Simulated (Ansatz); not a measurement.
## Sn (model structure, started from the lonsdaleite type, P6₃/mmc, No. 194, 4 atoms in the cell): properties by level of theory

| level (code) | lattice parameter a (Å) | c axis length (Å) |
|---|---|---|
| PBE (Ansatz) | 4.691 | 7.714 |
| PBEsol (Ansatz) | 4.610 | 7.581 |
| PBE-D3(BJ) (Ansatz) | 4.633 | [?] |

Question: What belongs in the gaps?

Answer: 
- PBE-D3(BJ) (Ansatz, a program for electronic structure), c axis length (Å): 7.626

Ansatz's density-functional and Hartree–Fock values are scalar-relativistic unless marked +SOC, with PAW data made under PBE.

The computed numbers hold no vibrational or temperature effects.

A model structure was made by putting elements into a prototype or built by hand; it is no filed structure, need not be a known phase, and can be a saddle point held by its symmetry.
